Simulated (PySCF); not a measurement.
One molecule, one basis, several functionals.

H₂O.
SMILES with atom numbers: `[OH2:1]` (hydrogens: H2, H3 on O1)

PySCF, def2-TZVPP basis, density fitting, gas phase, GFN2-xTB geometry. One functional is left out:

```tsv
functional	exact exchange (%)	HOMO energy (eV)	LUMO energy (eV)	dipole moment (D)
B97-D	0	-7.04	0.09	1.859
BLYP	0	-6.92	-0.17	1.862
BP86	0	-7.12	0.09	1.862
HCTH407	0	-7.18	-0.25	1.865
LDA	0	-7.14	-0.06	1.927
OLYP	0	-6.85	-0.30	1.837
OPBE	0	-6.91	0.09	1.834
PBE	0	-6.98	-0.02	1.860
PW91	0	-7.04	-0.16	1.863
revPBE	0	-6.92	-0.01	1.841
B3LYP	20	-8.61	0.39	1.908
B97-2	21	-8.57	0.85	1.896
mPW1PW91	25	-8.93	0.81	1.908
BHandHLYP	50	-10.76	1.39	1.959
```

Task: Predict the row of X3LYP (22 % exact exchange) by straight lines through the other rows, and check it.

Result: 
| property | line | computed | computed − line | B97-2 (21 %), for comparison |
| --- | --- | --- | --- | --- |
| HOMO energy (eV) | -8.68 | -8.70 | -0.02 | -8.57 |
| LUMO energy (eV) | 0.62 | 0.42 | -0.20 | 0.85 |
| dipole moment (D) | 1.904 | 1.912 | +0.008 | 1.896 |

Task: Which of these properties follows the share of exact exchange most closely, and which least?

Result: Most closely the HOMO energy, least the dipole moment; the correlations over the tabulated rows are HOMO energy -0.996, LUMO energy 0.951, dipole moment 0.806. The HOMO energy moves by -0.756 eV for every 10 %. Functionals with the same share still differ in their other parts: at 0 % HCTH407 and OLYP differ by 0.33 eV in it.
